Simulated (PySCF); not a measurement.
# Worked example: oscillator strength and radiative lifetime

difluoromethane (CH2F2), SMILES FCF.

The structure is a stationary point at ωB97X-D3(BJ)/def2-TZVP.

TDA-PBE0/def2-SVPD in PySCF 2.14.0 puts the first singlet state with f over 0.02 at 9.43 eV (vertical), with the transition dipole (0.000, -0.388, 0.000) in atomic units.

Question: Find the oscillator strength, the wavelength and the radiative lifetime that this transition would have in vacuum if emission retraced absorption.

Answer: 
|μ|² = 0.1505 au, so |μ| = 0.99 D. ΔE = 9.43/27.211 = 0.3465 hartree. f = (2/3) ΔE |μ|² = 0.035 (the program prints 0.035).
λ = 1239.84/9.43 = 131 nm; ν = 76058 cm⁻¹.
Einstein's coefficient A = 0.6670 ν² f s⁻¹ (ν in cm⁻¹) = 1.3e8 s⁻¹, so τ = 1/A = 7.5 ns. This state is S1. The figure is the radiative limit of this one transition; relaxation, internal conversion, crossing to triplets and a medium change what is measured.
